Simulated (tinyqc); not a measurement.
Inside a calculation (part 1 of 2). Method: RHF in the sto-6g basis, for H2O, spin multiplicity 1. Computed by tinyqc, a small Python program that keeps every step (integrals from PySCF). Settings: charge = 0, multiplicity = 1, basis = sto-6g, energy threshold = 1e-08, iteration cap = 58, orthogonalisation = symmetric, start = atomic densities, DIIS depth = 6, shift = 0.5, method = RHF. Command: `OMP_NUM_THREADS=1 python tinyqc.py 29650 29651 out.jsonl` (the two numbers bound the seeds that draw the settings). One thread of a shared host (Intel(R) Xeon(R) Processor @ 2.60GHz), about 0.2 s of CPU time with the checks. Later iterations appear only in the table of the cycle.

## One-electron integrals

Geometry (angstrom):

| atom | x | y | z |
|---|---|---|---|
| O | 0.000000 | 0.000000 | 0.000000 |
| H | 0.000000 | 0.925000 | 0.854000 |
| H | 0.000000 | -0.927000 | 0.856000 |

Basis sto-6g: exponents (1/bohr^2) and contraction coefficients of normalised primitives:

| element | l (shell) | exponent | coefficient |
|---|---|---|---|
| O | s (1) | 1355.584234 | 0.009164 |
| O | s (1) | 248.544885 | 0.049361 |
| O | s (1) | 69.533902 | 0.168538 |
| O | s (1) | 23.886772 | 0.370563 |
| O | s (1) | 9.275933 | 0.416492 |
| O | s (1) | 3.820341 | 0.130334 |
| O | s (2) | 52.187762 | -0.013253 |
| O | s (2) | 10.329320 | -0.046992 |
| O | s (2) | 3.210345 | -0.033785 |
| O | s (2) | 1.235135 | 0.250242 |
| O | s (2) | 0.536420 | 0.595117 |
| O | s (2) | 0.245881 | 0.240706 |
| O | p (3) | 52.187762 | 0.003760 |
| O | p (3) | 10.329320 | 0.037679 |
| O | p (3) | 3.210345 | 0.173897 |
| O | p (3) | 1.235135 | 0.418036 |
| O | p (3) | 0.536420 | 0.425860 |
| O | p (3) | 0.245881 | 0.101708 |
| H | s (1) | 35.523221 | 0.009164 |
| H | s (1) | 6.513144 | 0.049361 |
| H | s (1) | 1.822143 | 0.168538 |
| H | s (1) | 0.625955 | 0.370563 |
| H | s (1) | 0.243077 | 0.416492 |
| H | s (1) | 0.100112 | 0.130334 |

Overlap, kinetic and nuclear-attraction integrals over the contracted functions; the nuclear repulsion is the sum of Za Zb / Rab.

nuclear repulsion = 7.00354574 hartree

overlap S:
```
           1O 1s     1O 2s    1O 2px     1O 2py    1O 2pz     2H 1s      3H 1s
1O 1s   1.000000  0.231145  0.000000   0.000000  0.000000  0.027627   0.027447
1O 2s   0.231145  1.000000  0.000000   0.000000  0.000000  0.303264   0.301884
1O 2px  0.000000  0.000000  1.000000   0.000000  0.000000  0.000000   0.000000
1O 2py  0.000000  0.000000  0.000000   1.000000  0.000000  0.205577  -0.204790
1O 2pz  0.000000  0.000000  0.000000   0.000000  1.000000  0.189797   0.189105
2H 1s   0.027627  0.303264  0.000000   0.205577  0.189797  1.000000   0.151491
3H 1s   0.027447  0.301884  0.000000  -0.204790  0.189105  0.151491   1.000000
```

kinetic energy T (hartree):
```
            1O 1s      1O 2s    1O 2px     1O 2py    1O 2pz      2H 1s      3H 1s
1O 1s   29.327197  -0.896024  0.000000   0.000000  0.000000  -0.006498  -0.006491
1O 2s   -0.896024   0.842618  0.000000   0.000000  0.000000   0.026806   0.026223
1O 2px   0.000000   0.000000  2.531309   0.000000  0.000000   0.000000   0.000000
1O 2py   0.000000   0.000000  0.000000   2.531309  0.000000   0.079026  -0.078187
1O 2pz   0.000000   0.000000  0.000000   0.000000  2.531309   0.072960   0.072199
2H 1s   -0.006498   0.026806  0.000000   0.079026  0.072960   0.768522  -0.009385
3H 1s   -0.006491   0.026223  0.000000  -0.078187  0.072199  -0.009385   0.768522
```

nuclear attraction V (hartree):
```
             1O 1s      1O 2s     1O 2px     1O 2py     1O 2pz      2H 1s      3H 1s
1O 1s   -62.098042  -6.345380   0.000000  -0.000032  -0.012853  -0.864883  -0.859203
1O 2s    -6.345380  -9.838412   0.000000  -0.000357  -0.151451  -2.202815  -2.191108
1O 2px    0.000000   0.000000  -9.795906   0.000000   0.000000   0.000000   0.000000
1O 2py   -0.000032  -0.000357   0.000000  -9.864099  -0.000193  -1.308276   1.301928
1O 2pz   -0.012853  -0.151451   0.000000  -0.000193  -9.854042  -1.244108  -1.238406
2H 1s    -0.864883  -2.202815   0.000000  -1.308276  -1.244108  -4.851307  -0.792444
3H 1s    -0.859203  -2.191108   0.000000   1.301928  -1.238406  -0.792444  -4.844274
```

core Hamiltonian H = T + V (hartree):
```
             1O 1s      1O 2s     1O 2px     1O 2py     1O 2pz      2H 1s      3H 1s
1O 1s   -32.770845  -7.241404   0.000000  -0.000032  -0.012853  -0.871381  -0.865694
1O 2s    -7.241404  -8.995794   0.000000  -0.000357  -0.151451  -2.176009  -2.164885
1O 2px    0.000000   0.000000  -7.264597   0.000000   0.000000   0.000000   0.000000
1O 2py   -0.000032  -0.000357   0.000000  -7.332790  -0.000193  -1.229250   1.223741
1O 2pz   -0.012853  -0.151451   0.000000  -0.000193  -7.322734  -1.171147  -1.166207
2H 1s    -0.871381  -2.176009   0.000000  -1.229250  -1.171147  -4.082785  -0.801828
3H 1s    -0.865694  -2.164885   0.000000   1.223741  -1.166207  -0.801828  -4.075752
```

## Two-electron integrals

Functions are numbered as in S; the eight-fold symmetry (ij|kl) = (ji|kl) = (kl|ij) leaves the list below.

Two-electron integrals (ij|kl) in chemists' order, unique and non-zero (hartree):
```
(11|11) 4.787491    (21|11) 0.675884    (21|21) 0.121505    (22|11) 1.117379
(22|21) 0.249212    (22|22) 0.817383    (31|31) 0.025762    (32|31) 0.039145
(32|32) 0.180664    (33|11) 1.117381    (33|21) 0.249212    (33|22) 0.817382
(33|33) 0.880663    (41|41) 0.025762    (42|41) 0.039145    (42|42) 0.180664
(43|43) 0.047461    (44|11) 1.117381    (44|21) 0.249212    (44|22) 0.817382
(44|33) 0.785741    (44|44) 0.880663    (51|51) 0.025762    (52|51) 0.039145
(52|52) 0.180664    (53|53) 0.047461    (54|54) 0.047461    (55|11) 1.117381
(55|21) 0.249212    (55|22) 0.817382    (55|33) 0.785741    (55|44) 0.785741
(55|55) 0.880663    (61|11) 0.085821    (61|21) 0.014804    (61|22) 0.029756
(61|33) 0.029694    (61|41) 0.000534    (61|42) 0.001050    (61|44) 0.029795
(61|51) 0.000493    (61|52) 0.000970    (61|54) 0.000093    (61|55) 0.029780
(61|61) 0.001838    (62|11) 0.233868    (62|21) 0.053014    (62|22) 0.195782
(62|33) 0.192394    (62|41) 0.003134    (62|42) 0.024266    (62|44) 0.197880
(62|51) 0.002893    (62|52) 0.022404    (62|54) 0.005065    (62|55) 0.197070
(62|61) 0.006511    (62|62) 0.061554    (63|31) 0.005546    (63|32) 0.032323
(63|43) 0.004873    (63|53) 0.004499    (63|63) 0.008130    (64|11) 0.133073
(64|21) 0.030561    (64|22) 0.120252    (64|33) 0.115075    (64|41) 0.007071
(64|42) 0.045948    (64|44) 0.127944    (64|51) 0.001408    (64|52) 0.012579
(64|54) 0.007383    (64|55) 0.117738    (64|61) 0.003903    (64|62) 0.045920
(64|64) 0.041919    (65|11) 0.122858    (65|21) 0.028215    (65|22) 0.111022
(65|33) 0.106242    (65|41) 0.001408    (65|42) 0.012579    (65|44) 0.109126
(65|51) 0.006846    (65|52) 0.043936    (65|54) 0.007536    (65|55) 0.117698
(65|61) 0.003603    (65|62) 0.042396    (65|64) 0.031195    (65|65) 0.036931
(66|11) 0.415602    (66|21) 0.095930    (66|22) 0.407212    (66|33) 0.392544
(66|41) 0.006446    (66|42) 0.070354    (66|44) 0.416300    (66|51) 0.005951
(66|52) 0.064954    (66|54) 0.021932    (66|55) 0.412793    (66|61) 0.011855
(66|62) 0.172423    (66|64) 0.146206    (66|65) 0.134983    (66|66) 0.774999
(71|11) 0.085258    (71|21) 0.014707    (71|22) 0.029562    (71|33) 0.029500
(71|41) -0.000530   (71|42) -0.001043   (71|44) 0.029600    (71|51) 0.000490
(71|52) 0.000963    (71|54) -0.000093   (71|55) 0.029585    (71|61) 0.001802
(71|62) 0.006275    (71|64) 0.003462    (71|65) 0.003477    (71|66) 0.011352
(71|71) 0.001814    (72|11) 0.232620    (72|21) 0.052733    (72|22) 0.194776
(72|33) 0.191405    (72|41) -0.003117   (72|42) -0.024147   (72|44) 0.196863
(72|51) 0.002878    (72|52) 0.022297    (72|54) -0.005040   (72|55) 0.196059
(72|61) 0.006283    (72|62) 0.048930    (72|64) 0.025499    (72|65) 0.032861
(72|66) 0.110346    (72|71) 0.006435    (72|72) 0.060961    (73|31) 0.005513
(73|32) 0.032142    (73|43) -0.004847   (73|53) 0.004476    (73|63) 0.006232
(73|73) 0.008046    (74|11) -0.132445   (74|21) -0.030417   (74|22) -0.119705
(74|33) -0.114554   (74|41) 0.007030    (74|42) 0.045703    (74|44) -0.127357
(74|51) -0.001401   (74|52) -0.012522   (74|54) 0.007346    (74|55) -0.117204
(74|61) -0.003469   (74|62) -0.025520   (74|64) -0.007535   (74|65) -0.016819
(74|66) -0.053442   (74|71) -0.003859   (74|72) -0.045504   (74|74) 0.041546
(75|11) 0.122300    (75|21) 0.028087    (75|22) 0.110537    (75|33) 0.105780
(75|41) -0.001401   (75|42) -0.012522   (75|44) 0.108650    (75|51) 0.006807
(75|52) 0.043705    (75|54) -0.007497   (75|55) 0.117180    (75|61) 0.003484
(75|62) 0.032878    (75|64) 0.016817    (75|65) 0.027917    (75|66) 0.080463
(75|71) 0.003563    (75|72) 0.042018    (75|74) -0.030934   (75|75) 0.036611
(76|11) 0.077292    (76|21) 0.017743    (76|22) 0.072195    (76|33) 0.070366
(76|41) -6.11e-07   (76|42) -0.000007   (76|44) 0.071475    (76|51) 0.001419
(76|52) 0.013597    (76|54) -1.94e-06   (76|55) 0.074744    (76|61) 0.002161
(76|62) 0.023565    (76|64) 0.015323    (76|65) 0.018251    (76|66) 0.073358
(76|71) 0.002147    (76|72) 0.023463    (76|74) -0.015272   (76|75) 0.018184
(76|76) 0.012029    (77|11) 0.414725    (77|21) 0.095729    (77|22) 0.406435
(77|33) 0.391819    (77|41) -0.006421   (77|42) -0.070138   (77|44) 0.415485
(77|51) 0.005929    (77|52) 0.064766    (77|54) -0.021853   (77|55) 0.411999
(77|61) 0.011402    (77|62) 0.110703    (77|64) 0.053587    (77|65) 0.080669
(77|66) 0.284046    (77|71) 0.011752    (77|72) 0.171428    (77|74) -0.145438
(77|75) 0.134299    (77|76) 0.073358    (77|77) 0.774999
```

## Orthogonalisation

S = U s U^T; symmetric (Loewdin) form X = U s^(-1/2) U^T, so that X^T S X = 1.

eigenvalues of S: 0.528819  0.624365  0.883360  1.000000  1.111084  1.224150  1.628222

X:
```
            1O 1s      1O 2s    1O 2px     1O 2py     1O 2pz      2H 1s      3H 1s
1O 1s    1.021857  -0.127755  0.000000  -0.000023  -0.004969   0.014190   0.014127
1O 2s   -0.127755   1.097572  0.000000   0.000265   0.046955  -0.162717  -0.161687
1O 2px   0.000000   0.000000  1.000000   0.000000   0.000000   0.000000   0.000000
1O 2py  -0.000023   0.000265  0.000000   1.039009   0.000146  -0.124017   0.123479
1O 2pz  -0.004969   0.046955  0.000000   0.000146   1.028741  -0.099927  -0.099396
2H 1s    0.014190  -0.162717  0.000000  -0.124017  -0.099927   1.077200  -0.053528
3H 1s    0.014127  -0.161687  0.000000   0.123479  -0.099396  -0.053528   1.076492
```

## Starting guess

The start is atomic minimal-basis densities projected into this basis (PySCF's MINAO start) and scaled to the electron count of each spin; this density is not idempotent, so its energy is not variational and may lie below the converged one.

D at the start:
```
            1O 1s      1O 2s    1O 2px     1O 2py     1O 2pz      2H 1s      3H 1s
1O 1s    2.138649  -0.485262  0.000000   0.000031   0.011641  -0.012602  -0.012584
1O 2s   -0.485262   2.103976  0.000000  -0.000195  -0.064058   0.053575   0.053574
1O 2px   0.000000   0.000000  1.307474   0.000000   0.000000   0.000000   0.000000
1O 2py   0.000031  -0.000195  0.000000   1.219354  -0.000162   0.110686  -0.110726
1O 2pz   0.011641  -0.064058  0.000000  -0.000162   1.242957   0.077567   0.077596
2H 1s   -0.012602   0.053575  0.000000   0.110686   0.077567   0.990892   0.056156
3H 1s   -0.012584   0.053574  0.000000  -0.110726   0.077596   0.056156   0.990909
```

## Iteration 1: building the Fock matrix

J_ij = sum D_kl (ij|kl), K_ij = sum D_kl (ik|jl); F = H + J - 0.5 K; E = tr D H + tr D J / 2 - 0.25 tr D K + E_nn.

Coulomb J (hartree):
```
            1O 1s     1O 2s    1O 2px     1O 2py    1O 2pz     2H 1s      3H 1s
1O 1s   17.119984  3.016102  0.000000   0.000022  0.010850  0.371136   0.368706
1O 2s    3.016102  7.891137  0.000000   0.000215  0.131730  1.917810   1.907978
1O 2px   0.000000  0.000000  7.862256   0.000000  0.000000  0.000000   0.000000
1O 2py   0.000022  0.000215  0.000000   7.908751  0.000078  1.184714  -1.179277
1O 2pz   0.010850  0.131730  0.000000   0.000078  7.902402  1.126062   1.121152
2H 1s    0.371136  1.917810  0.000000   1.184714  1.126062  4.343199   0.734417
3H 1s    0.368706  1.907978  0.000000  -1.179277  1.121152  0.734417   4.336786
```

exchange K (hartree):
```
           1O 1s     1O 2s    1O 2px     1O 2py    1O 2pz     2H 1s      3H 1s
1O 1s   9.938625  1.533852  0.000000   0.000046  0.008344  0.215269   0.213897
1O 2s   1.533852  2.602544  0.000000   0.000394  0.081441  0.801688   0.797826
1O 2px  0.000000  0.000000  1.692429   0.000000  0.000000  0.000000   0.000000
1O 2py  0.000046  0.000394  0.000000   1.742241  0.000221  0.399565  -0.397670
1O 2pz  0.008344  0.081441  0.000000   0.000221  1.736598  0.404702   0.403142
2H 1s   0.215269  0.801688  0.000000   0.399565  0.404702  1.090883   0.313133
3H 1s   0.213897  0.797826  0.000000  -0.397670  0.403142  0.313133   1.088440
```

Fock matrix F (hartree):
```
             1O 1s      1O 2s     1O 2px     1O 2py     1O 2pz      2H 1s      3H 1s
1O 1s   -20.620173  -4.992228   0.000000  -0.000033  -0.006174  -0.607880  -0.603936
1O 2s    -4.992228  -2.405929   0.000000  -0.000339  -0.060441  -0.659043  -0.655820
1O 2px    0.000000   0.000000  -0.248556   0.000000   0.000000   0.000000   0.000000
1O 2py   -0.000033  -0.000339   0.000000  -0.295160  -0.000225  -0.244318   0.243299
1O 2pz   -0.006174  -0.060441   0.000000  -0.000225  -0.288630  -0.247437  -0.246626
2H 1s    -0.607880  -0.659043   0.000000  -0.244318  -0.247437  -0.285028  -0.223978
3H 1s    -0.603936  -0.655820   0.000000   0.243299  -0.246626  -0.223978  -0.283187
```

total energy of this density = -75.61825730 hartree

This density is the starting one; it is not idempotent, so its energy is not variational and may lie below the converged one.

## Iteration 1: diagonalisation and new density

A level shift of 0.5 hartree raises the virtual space: F + shift (S - S D(s) S), with D(s) the density of one spin (D/2). Diagonalise F' = X^T F X, C = X C', fill 5 alpha and 5 beta electrons from the bottom; D = 2 C_occ C_occ^T. Each column has its largest component positive (the first on a tie).

F' = X^T F X (hartree):
```
            1          2          3          4          5          6          7
1  -20.304014  -2.497197   0.000000  -0.000078  -0.023063  -0.056183  -0.055374
2   -2.497197  -1.437328   0.000000   0.000250   0.055595  -0.462643  -0.460207
3    0.000000   0.000000  -0.075425   0.000000   0.000000   0.000000   0.000000
4   -0.000078   0.000250   0.000000  -0.010095   0.000149  -0.329071   0.327928
5   -0.023063   0.055595   0.000000   0.000149  -0.029947  -0.281245  -0.280160
6   -0.056183  -0.462643   0.000000  -0.329071  -0.281245   0.191191  -0.148632
7   -0.055374  -0.460207   0.000000   0.327928  -0.280160  -0.148632   0.190984
```

orbital energies (hartree): MO1 -20.630242, MO2 -1.403435, MO3 -0.331592, MO4 -0.270150, MO5 -0.075425, MO6 0.574975, MO7 0.661235

coefficients C:
```
              MO1        MO2        MO3        MO4       MO5        MO6        MO7
1O 1s    0.996887  -0.229189   0.000600   0.076476  0.000000  -0.093684   0.001553
1O 2s    0.013450   0.905654  -0.003131  -0.390522  0.000000   0.550283  -0.009493
1O 2px   0.000000   0.000000   0.000000   0.000000  1.000000   0.000000   0.000000
1O 2py   0.000005   0.000327   0.754776  -0.004126  0.000000  -0.010417  -0.735088
1O 2pz   0.000971   0.069032   0.004001   0.781274  0.000000   0.681998  -0.010502
2H 1s   -0.001322   0.149322   0.354544   0.297682  0.000000  -0.658941   0.737870
3H 1s   -0.001314   0.148645  -0.351618   0.301545  0.000000  -0.679654  -0.717342
```

D after iteration 1:
```
            1O 1s      1O 2s    1O 2px     1O 2py     1O 2pz      2H 1s      3H 1s
1O 1s    2.104319  -0.448051  0.000000   0.000135   0.089796  -0.025125  -0.025057
1O 2s   -0.448051   1.945815  0.000000  -0.000912  -0.485170   0.035709   0.035889
1O 2px   0.000000   0.000000  2.000000   0.000000   0.000000   0.000000   0.000000
1O 2py   0.000135  -0.000912  0.000000   1.139408  -0.000363   0.532843  -0.533176
1O 2pz   0.089796  -0.485170  0.000000  -0.000363   1.230343   0.488592   0.488885
2H 1s   -0.025125   0.035709  0.000000   0.532843   0.488592   0.473229  -0.025404
3H 1s   -0.025057   0.035889  0.000000  -0.533176   0.488885  -0.025404   0.473323
```

## Iteration 2: building the Fock matrix

As before.

Coulomb J (hartree):
```
            1O 1s     1O 2s    1O 2px     1O 2py     1O 2pz     2H 1s      3H 1s
1O 1s   17.462182  3.103247  0.000000  -0.000008  -0.011102  0.380767   0.378276
1O 2s    3.103247  8.168999  0.000000   0.000055   0.007956  1.946821   1.936809
1O 2px   0.000000  0.000000  8.186005   0.000000   0.000000  0.000000   0.000000
1O 2py  -0.000008  0.000055  0.000000   8.160468   0.000068  1.193525  -1.188071
1O 2pz  -0.011102  0.007956  0.000000   0.000068   8.160522  1.110207   1.105360
2H 1s    0.380767  1.946821  0.000000   1.193525   1.110207  4.226069   0.728626
3H 1s    0.378276  1.936809  0.000000  -1.188071   1.105360  0.728626   4.218986
```

exchange K (hartree):
```
            1O 1s      1O 2s    1O 2px     1O 2py     1O 2pz     2H 1s      3H 1s
1O 1s    9.815006   1.530652  0.000000   0.000004  -0.000846  0.204938   0.203639
1O 2s    1.530652   2.585754  0.000000  -0.000060  -0.158337  0.714566   0.711292
1O 2px   0.000000   0.000000  2.275005   0.000000   0.000000  0.000000   0.000000
1O 2py   0.000004  -0.000060  0.000000   1.859715   0.000295  0.496371  -0.494969
1O 2pz  -0.000846  -0.158337  0.000000   0.000295   1.887780  0.455796   0.454674
2H 1s    0.204938   0.714566  0.000000   0.496371   0.455796  0.857909   0.226985
3H 1s    0.203639   0.711292  0.000000  -0.494969   0.454674  0.226985   0.855084
```

Fock matrix F (hartree):
```
             1O 1s      1O 2s     1O 2px     1O 2py     1O 2pz      2H 1s      3H 1s
1O 1s   -20.216166  -4.903483   0.000000  -0.000042  -0.023532  -0.593083  -0.589238
1O 2s    -4.903483  -2.119672   0.000000  -0.000272  -0.064326  -0.586471  -0.583722
1O 2px    0.000000   0.000000  -0.216095   0.000000   0.000000   0.000000   0.000000
1O 2py   -0.000042  -0.000272   0.000000  -0.102180  -0.000272  -0.283910   0.283155
1O 2pz   -0.023532  -0.064326   0.000000  -0.000272  -0.106101  -0.288838  -0.288184
2H 1s    -0.593083  -0.586471   0.000000  -0.283910  -0.288838  -0.285671  -0.186694
3H 1s    -0.589238  -0.583722   0.000000   0.283155  -0.288184  -0.186694  -0.284308
```

total energy of this density = -75.50355084 hartree

## Iteration 2: DIIS over 2 matrices

error matrix X^T (FDS - SDF) X:
```
           1          2         3          4          5          6          7
1   0.000000   0.017576  0.000000   0.000054   0.020465  -0.030719  -0.030596
2  -0.017576   0.000000  0.000000   0.000178   0.090445  -0.004421  -0.004394
3   0.000000   0.000000  0.000000   0.000000   0.000000   0.000000   0.000000
4  -0.000054  -0.000178  0.000000   0.000000   0.000006   0.223424  -0.223669
5  -0.020465  -0.090445  0.000000  -0.000006   0.000000   0.152520   0.152751
6   0.030719   0.004421  0.000000  -0.223424  -0.152520   0.000000  -0.000018
7   0.030596   0.004394  0.000000   0.223669  -0.152751   0.000018   0.000000
```

B (overlaps of the stored error matrices):
```
               1              2
1  2.6840582e+00  9.1237810e-02
2  9.1237810e-02  3.1473627e-01
```

Minimise |sum c_i e_i|^2 with sum c_i = 1: solve [B -1; -1 0][c; lambda] = [0; -1] with B_ij = tr e_i^T e_j, and take F = sum c_i F_i.

DIIS coefficients: 0.079358  0.920642

extrapolated F (hartree):
```
             1O 1s      1O 2s     1O 2px     1O 2py     1O 2pz      2H 1s      3H 1s
1O 1s   -20.248227  -4.910526   0.000000  -0.000042  -0.022154  -0.594258  -0.590404
1O 2s    -4.910526  -2.142389   0.000000  -0.000277  -0.064017  -0.592230  -0.589444
1O 2px    0.000000   0.000000  -0.218671   0.000000   0.000000   0.000000   0.000000
1O 2py   -0.000042  -0.000277   0.000000  -0.117494  -0.000268  -0.280768   0.279992
1O 2pz   -0.022154  -0.064017   0.000000  -0.000268  -0.120587  -0.285553  -0.284886
2H 1s    -0.594258  -0.592230   0.000000  -0.280768  -0.285553  -0.285620  -0.189653
3H 1s    -0.590404  -0.589444   0.000000   0.279992  -0.284886  -0.189653  -0.284219
```
